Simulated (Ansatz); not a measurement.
## Relaxing Rb3P2

All numbers below come from DFT PBE, scalar-relativistic, plane waves, PAW (Ansatz). Cutoff 420 eV, Γ-centred k mesh, Gaussian smearing, no spin polarisation in the final step.

A relaxed cell is given with its space group left out.

```yaml
crystal:
  lattice:
    - [2.70664, 1.56268, 10.26048]
    - [-2.70664, 1.56268, 10.26048]
    - [0.00000, -3.12536, 10.26048]
  atoms:
    - { symbol: Rb, position: [0.00000, 0.00000, 0.00000] }
    - { symbol: Rb, position: [0.24193, 0.24193, 0.24193] }
    - { symbol: Rb, position: [0.75807, 0.75807, 0.75807] }
    - { symbol: P, position: [0.34676, 0.34676, 0.34676] }
    - { symbol: P, position: [0.65324, 0.65324, 0.65324] }
```

Energies over the elements count from the elements' standard structures at the same level, with no empirical corrections.

What space group does it have?

R-3m (No. 166). Conventional cell: a = 5.413 Å, c = 30.781 Å. Rb on Wyckoff site a (1 atom of the primitive cell) has 6 P at 3.15 Å; Rb on Wyckoff site c (2 atoms of the primitive cell) has 1 P at 3.23 Å, 3 P at 3.94 Å and 3 Rb at 4.21 Å; P has 4 Rb at 3.15–3.23 Å, 3 P at 3.23 Å and 3 Rb at 3.94 Å.

What is its formation energy per atom?

0.25 eV/atom.

Is it a metal?

Yes, bands cross the Fermi level on the 12×12×12 mesh.

The final run used a 12×12×12 mesh on its 5-atom cell and 0.10 eV smearing. For metals, differences of a few meV/atom aren't resolved. The cell came from a trial start, so Rb3P2 may not exist in this structure.

Cost: 3 runs of about 7.5 core-minutes in all, on Intel Xeon Platinum 8488C (Sapphire Rapids) (shared hosts).